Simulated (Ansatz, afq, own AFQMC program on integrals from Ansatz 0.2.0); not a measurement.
BH₄, doublet: AFQMC among the cluster methods

```
atom    x (Å)   y (Å)    z (Å)
   H  -2.2463  0.0000   0.0000
   H  -0.9953  0.0000   0.0000
   B   0.1747  0.0000   0.0000
   H   0.6838  0.0000   1.0770
   H   0.6838  0.0000  -1.0770
```

Basis cc-pVTZ. Only valence electrons are correlated. AFQMC by an in-house program on the Cholesky factors that Ansatz 0.2.0 writes for its CCSD(T) run. ph-AFQMC/CISD is guided by a CISD state made of CCSD amplitudes; releasing the constraint for a short imaginary time cuts its bias at the price of noise, slowly where states lie close. Uncertainties: one standard error, sampling alone.

Determinant: UHF, the one that the program's search chose, which needn't be the lowest solution. The geometry is a point of a scan.

No full CI on the walks' own integrals is used here; CCSDT(Q) serves as the reference and is uncertain by about the last step of the cluster series.

```
T1 diagnostic                               : 0.0103
weight of the determinant in the CISD state : 0.935
⟨S²⟩ of the determinant                     : 0.757
size of the correlated space                : 7 electrons in 85 orbitals
```

```csv
level,correlation energy (eV)
MP2,-3.2606
CCSD,-3.9053
CCSD(T),-3.9858
```

(1) Estimate where phaseless AFQMC with a CISD trial lies against CCSD(T) on the same integrals.

(1) 14.2 ± 1.8 meV below CCSD(T).

Reference: CCSDT(Q), correlation energy -4.001 eV. The released energy is read at 2.40 1/Eh (meV from the phaseless value at times in 1/Eh: -1.0 ± 1.6 at 0.24, -3.3 ± 1.3 at 0.51, -1.9 ± 1.2 at 0.99, -0.9 ± 1.7 at 1.62, 0.7 ± 1.9 at 2.40).

```json
{"level": "CCSD(T)", "E − E(reference) (meV)": "15.6", "share of correlation (%)": "99.61"}
{"level": "CCSDT", "E − E(reference) (meV)": "1.6", "share of correlation (%)": "99.96"}
{"level": "ph-AFQMC/CISD", "E − E(reference) (meV)": "1.4 ± 1.8", "share of correlation (%)": "99.97"}
{"level": "released AFQMC", "E − E(reference) (meV)": "2.1 ± 1.9", "share of correlation (%)": "99.95"}
```

A walk keeps the symmetry of its determinant, which the program's search chose and which needn't be the lowest solution, so a lower state of the same spin and another symmetry isn't excluded. Released energies are given only where the last usable release times agree within the noise; a slower fall can still hide under it.
